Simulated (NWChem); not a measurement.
System: difluoromethane (CH$_{2}$F$_{2}$); SMILES FCF

```xyz
5

F      1.0958     0.0000    -0.2895
C      0.0000     0.0000     0.4887
F     -1.0958     0.0000    -0.2895
H      0.0000     0.9137     1.1093
H      0.0000    -0.9137     1.1093
```
Atoms are numbered in this order, from 1.

Program: NWChem. Geometry optimised at PBE0/def2-SVP; all other runs use it. 

| quantity | level | value |
|---|---|---|
| −ε(HOMO) (eV) | B3LYP/def2-SVP | 9.27 |
| solvation free energy (kcal/mol) in n-hexane | PBE0/def2-SVP, SMD | -1.1 |
| vertical, lowest state with f > 0.02, singlet (eV) | B3LYP/def2-SVPD, TDA | 9.04 |
| isotropic polarisability (bohr³), static | B3LYP/def2-SVPD | 17.7 |
| dipole (D) | PBE0/def2-SVP | 1.80 |
| highest harmonic frequency (cm⁻¹) | PBE0/def2-SVP | 3131 |
